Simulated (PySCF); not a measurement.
## H₃NS, singlet: computed properties

Method: PBE0 in PySCF with N def2-TZVP, S def2-TZVP, H def2-TZVP; no relativity; density-fitted integrals.

The structure is a minimum.

* Point group: C3v
* Bond lengths: N–H 1.017 Å (×3), N–S 1.817 Å
* Bond angles: H–N–H 108.3° (×3), H–N–S 110.6° (×3)
* Entropy at 298.15 K and 1 bar: 235.0 J/(mol K)
* Highest occupied level: -5.47 eV
* Rotational symmetry number: 3
* Atomisation energy without zero-point energy: 1345 kJ/mol
* Principal polarisabilities: 20.9, 20.9, 34.2 bohr³
* Enthalpy at 298.15 K above 0 K: 10.65 kJ/mol
* Principal quadrupole moments (Buckingham, traceless) about the centre of mass: -3.54, -3.54, 7.09 D Å
* Dipole moment: 6.11 D
* Lowest empty level: -0.63 eV
* Heat capacity Cp at 298.15 K: 42.9 J/(mol K)
* Zero-point energy: 104.8 kJ/mol
* Rotational constants: 6.16, 0.4114, 0.4114 cm⁻¹

Harmonic modes (masses in u: N 14.003, S 31.972, H 1.008):
```
symmetry  ω (cm⁻¹)  IR (km/mol, summed over degenerate members)  μ (u)     type
      a1       643                                          2.5   8.12  stretch
       e       854                                         49.5   1.14     bend
      a1      1336                                         24.5   1.13     bend
       e      1651                                         72.9   1.06     bend
      a1      3451                                          2.0   1.02  stretch
       e      3543                                          149   1.09  stretch
```

In C3v the vibrations span 3a1 + 3e.

Charges (e):
| atom | Mulliken | Löwdin | polar tensor | Mayer order to N1 |
| --- | --- | --- | --- | --- |
| N1 | -0.36 | -0.14 | -0.23 | – |
| S2 | -0.53 | -0.37 | -0.32 | 0.90 |
| H3,4,5 | 0.29 | 0.17 | 0.18 | 0.89 |

Mulliken populations on N1: s 3.44, p 3.86, d 0.05, f 0.00.

Counting electrons, nitrogen keeps none of its valence electrons outside its bonds, so the VSEPR class is AX4 and the expected shape is tetrahedral; with unlike ligands the computed point group is C3v.

Only a few start shapes were tried, so a lower isomer may exist.

The final relaxation and frequency run took 18 s on 2 threads of a shared Arm Neoverse V2 host, with 86 basis functions and 11 gradients; the process peaked at 1.1 GiB.
